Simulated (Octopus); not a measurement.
# A workflow on NO+ (nitrosonium)

Aim: energy and forces (PZ81 LDA), then the polarisability (PZ81 LDA) of NO+ (nitrosonium). 

The results are computed with Octopus 16.4.

### Step 1. Starting point

NO+ has 2 atoms, charge +1, and is taken as a singlet. SMILES: `N#[O+]`. Geometry: the measured bond length.

Bond lengths: N1–O2 1.063 Å.

### Step 2. Energy and gradient at PZ81 LDA (scalar, in the pseudopotentials, hscv_lda potentials, box margin 5.5 angstrom, extra states 0, grid spacing 0.14 angstrom, mix field default) (run 1)

Input file geometry.xyz:

```xyz
2

N      0.000000     0.000000    -0.531610
O      0.000000     0.000000     0.531610
```

Run with:

```console
$ OMP_NUM_THREADS=1 octopus > gs.log
```

The program printed:

```text
Version                : 16.4
[... 10 lines left out ...]
** Warning:
[... 130 lines left out ...]
Converged eigenvectors: 0
#  State  Eigenvalue [eV]  Occupation    Error
[... 9 lines left out ...]
Converged eigenvectors: 0
#  State  Eigenvalue [eV]  Occupation    Error
[... 76 lines left out ...]
Converged eigenvectors: 0
#  State  Eigenvalue [eV]  Occupation    Error
[... 9 lines left out ...]
Converged eigenvectors: 0
#  State  Eigenvalue [eV]  Occupation    Error
[... 6 lines left out ...]
Info: SCF converged in   26 iterations
[... 1 line left out ...]
**   Some of the states are not fully converged!
[... 1 line left out ...]
Octopus emitted 3 warnings.
```

Run time: 45 s. Hardware: 1 thread of Intel Xeon Platinum 8488C (Sapphire Rapids), shared host; peak memory 0.22 GiB.

### Step 3. The response to a field at PZ81 LDA (scalar, in the pseudopotentials, hscv_lda potentials, box margin 5.5 angstrom, extra states 0, frequencies ev (0) eV, grid spacing 0.14 angstrom) (run 2)

geometry.xyz is that of step 2.

Run with:

```console
$ OMP_NUM_THREADS=1 octopus > em_resp.log
```

The program printed:

```text
Version                : 16.4
[... 10 lines left out ...]
** Warning:
[... 99 lines left out ...]
** Warning:
[... 11 lines left out ...]
** Warning:
[... 9 lines left out ...]
** Warning:
[... 1 line left out ...]
** Warning:
[... 1 line left out ...]
** Warning:
[... 113 lines left out ...]
Info: SCF for response converged in   11 iterations.
[... 113 lines left out ...]
Info: SCF for response converged in   11 iterations.
[... 123 lines left out ...]
Info: SCF for response converged in   12 iterations.
[... 2 lines left out ...]
Octopus emitted 4 warnings.
[... 3 lines left out ...]
  or contact the octopus developers for details.
```

Run time: 98 s. Hardware: 1 thread of Intel Xeon Platinum 8488C (Sapphire Rapids), shared host; peak memory 0.29 GiB.

### Step 4. What came out

```
                                   quantity         value
              run 1, PZ81 LDA: total energy  -25.53898 Eh
               run 1, PZ81 LDA: HOMO energy     -23.28 eV
  run 1, PZ81 LDA: largest force on an atom    0.292 eV/Å
run 2, PZ81 LDA: mean static polarisability     7.0 bohr³
```

In words: The largest force (run 1, PZ81 LDA) is 0.29 eV/Å: the shape isn't a stationary point for this species at this level.
